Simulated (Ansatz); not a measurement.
# Al₂O (quintet): wave-function methods side by side, def2-TZVPP

The task here is to estimate one member of a computed series from the others.

Computed with Ansatz 0.2.0, Gaussian basis. Level: def2-TZVPP, core rule «outside noble gas», up to 11 orbitals frozen.

Plan: UHF; ROHF; CCSD(T) on UHF.

2 further runs of the same task are left out: 2 set aside as unsound or not needed.

## The system

The geometry is a PBE0/def2-TZVP stationary point (not a proven minimum) of the parent state, kept for this charge and spin.

3 atoms, charge 0, spin multiplicity 5.

Atoms are counted from 1 here; the program's logs count them from 0.

Bond lengths: Al1–O2 1.699 Å, O2–Al3 1.699 Å. Angles: Al1–O2–Al3 180.0°.

The first run:

File in.yaml:

```yaml
crystal:
  periodic: [false, false, false]
  atoms:
    - {symbol: Al, position_ang: [0.000000, 0.000000, 1.699100]}
    - {symbol: O, position_ang: [0.000000, 0.000000, 0.000000]}
    - {symbol: Al, position_ang: [0.000000, 0.000000, -1.699100]}
basis:
  gaussian: {orbitals: def2-TZVPP}
magnetization: {spin_polarized: true, initial_magnetization: 4}
hamiltonian: {xc: hf}
output: {orbitals: {seedname: orbitals}}
```

Started as:

```
> ansatz run in.yaml --threads 1 --pin off --events-out ev --progress --plain --max-ram 4096MiB --backend cpu
```

Among the steps run: UHF; ROHF; CCSD(T) on UHF.

One of the session's tables, all rows but one given; the rest of the session is left out.

```
  method  from UCCSD(T) (meV)
    ROHF                    ?
     UHF              +8422.9
    UMP2               +487.4
   UCCSD               +348.3
UCCSD(T)                    0
```

**Question.** Estimate the row for ROHF.

**Answer.** from UCCSD(T) (meV): +8450.9. In the column «from UCCSD(T) (meV)» it is the highest.
